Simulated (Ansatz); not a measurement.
Input file:

```yaml
crystal:
  periodic: [false, false, false]
  atoms:
    - {symbol: Si, position_ang: [0.000000, 0.000000, -1.757378]}
    - {symbol: B, position_ang: [0.000000, 0.000000, 5.030622]}
    - {symbol: H, position_ang: [0.000000, 0.000000, -3.273243]}
basis:
  gaussian: {orbitals: STO-3G}
correlation: {active_space: {window: {electrons: 8, orbitals: 5}, fixed_orbitals: true, states: [{multiplicity: 1, weights: [1, 1, 1, 0.5]}]}}
```

```sh
$ ansatz run in.yaml --threads 1 --pin off --events-out ev --progress --plain --max-ram 2393MiB
```

The program prints:

```
207 factors; integrals over basis functions are off by at most 2.3e-8 eV
mean field evaluation 1: about -8429.1820 eV, gradient 6.0e0 eV
mean field evaluation 2: about -8429.1866 eV, gradient 6.0e0 eV
mean field evaluation 4: about -8429.2397 eV, gradient 4.5e0 eV
mean field evaluation 8: about -8429.2632 eV, gradient 3.8e0 eV
mean field evaluation 16: about -8434.9433 eV, gradient 3.4e-6 eV
mean field evaluation 32: about -8434.9541 eV, gradient 1.2e-2 eV
mean field evaluation 64: about -8434.8951 eV, gradient 2.3e0 eV
mean field evaluation 96: about -8434.9531 eV, gradient 2.3e-1 eV
mean field -8434.95417573 eV, -309.9788485408 hartree, gradient 1.4e-6 eV, S^2 0.000000; 10 other end points of the search recorded, 0 dependent functions left out
reference -8434.95417573 eV, -309.9788485408 hartree; 10, 10 occupied and 5, 5 virtual orbitals, 207 factors
state -8441.13128774 eV, -310.2058532200 hartree
state -8435.76416583 eV, -310.0086151279 hartree
state -8433.48502400 eV, -309.9248582106 hartree
state -8429.78595685 eV, -309.7889199999 hartree
Total energy: -8435.79241600 eV, -310.0096533024 hartree
```

The total printed last is the weighted mean of the 4 states, 5.339 eV above the lowest of them, and is no single state's energy.

Ran on 1 thread of Arm Neoverse V1, shared host: 0.15 s wall, 0.18 GiB peak host memory.
